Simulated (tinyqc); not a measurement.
Worked calculation: Born-Oppenheimer dynamics on the UHF/sto-3g surface (energies and gradients from PySCF), for CH, spin multiplicity 4. Computed by tinyqc, a small Python program that keeps every step (integrals from PySCF). Settings: charge = 0, multiplicity = 4, basis = sto-3g, time step (fs) = 0.5, steps = 16. Command: `OMP_NUM_THREADS=1 python tinyqc.py 27673 27674 out.jsonl` (the two numbers bound the seeds that draw the settings). One thread of a shared host (Intel(R) Xeon(R) Processor @ 2.60GHz), about 1 s of CPU time with the checks.

## Velocity Verlet step 1

positions (bohr):
```
           x         y         z
1C  0.000000  0.000000  0.000000
2H  0.000000  0.000000  2.105155
```

velocities (bohr per atomic time unit):
```
               x             y             z
1C  -0.000047959  -0.000005423  -0.000024251
2H   0.000571041   0.000064577   0.000288749
```

gradient (hartree/bohr):
```
             x           y            z
1C  0.00000000  0.00000000  -0.03101741
2H  0.00000000  0.00000000   0.03101741
```

masses (electron masses): 1C 21874.661832, 2H 1837.152588

gradient after step 1 (hartree/bohr):
```
              x            y            z
1C  -0.00019463  -0.00002201  -0.03206120
2H   0.00019463   0.00002201   0.03206120
```

dt = 0.5 fs = 20.6707 atomic units; x' = x + v dt - g dt^2 / (2m); after the new gradient g', v' = v - (g + g') dt / (2m).

positions after step 1 (bohr):
```
            x          y          z
1C  -0.000991  -0.000112  -0.000198
2H   0.011804   0.001335   2.107517
```

velocities after step 1 (bohr per atomic time unit):
```
               x             y             z
1C  -0.000047867  -0.000005413   0.000005553
2H   0.000569946   0.000064453  -0.000066115
```

## Velocity Verlet step 2

gradient after step 2 (hartree/bohr):
```
              x            y            z
1C  -0.00036303  -0.00004105  -0.02987962
2H   0.00036303   0.00004105   0.02987962
```

As before.

positions after step 2 (bohr):
```
            x          y         z
1C  -0.001979  -0.000224  0.000230
2H   0.023562   0.002665  2.102422
```

velocities after step 2 (bohr per atomic time unit):
```
               x             y             z
1C  -0.000047604  -0.000005383   0.000034818
2H   0.000566809   0.000064098  -0.000414578
```

## Energy conservation

The total energy should stay constant up to terms of order dt^2; the step counts as short enough if it moves by less than 2 % of the largest kinetic energy.

Trajectory:
```
time (fs)  1C-2H (angstrom)  potential (hartree)  kinetic (hartree)  total (hartree)
0.000000           1.114000         -37.79088630         0.00041186     -37.79047443
0.500000           1.115376         -37.79080431         0.00033194     -37.79047237
1.000000           1.112515         -37.79097173         0.00049513     -37.79047660
1.500000           1.105710         -37.79132201         0.00083619     -37.79048582
2.000000           1.095671         -37.79171106         0.00121418     -37.79049688
2.500000           1.083490         -37.79196834         0.00146307     -37.79050528
3.000000           1.070572         -37.79196819         0.00146165     -37.79050654
3.500000           1.058503         -37.79169771         0.00119895     -37.79049876
4.000000           1.048860         -37.79128271         0.00079779     -37.79048492
4.500000           1.042977         -37.79093859         0.00046601     -37.79047259
5.000000           1.041697         -37.79085438         0.00038490     -37.79046948
5.500000           1.045209         -37.79107743         0.00059980     -37.79047764
6.000000           1.053001         -37.79148320         0.00099142     -37.79049178
6.500000           1.063972         -37.79185371         0.00135022     -37.79050349
7.000000           1.076643         -37.79200440         0.00149735     -37.79050705
7.500000           1.089404         -37.79187365         0.00137168     -37.79050197
8.000000           1.100736         -37.79153420         0.00104249     -37.79049171
```

The total energy moves within 3.8e-05 hartree; that is over 2 % of the largest kinetic energy, so the time step is too long.
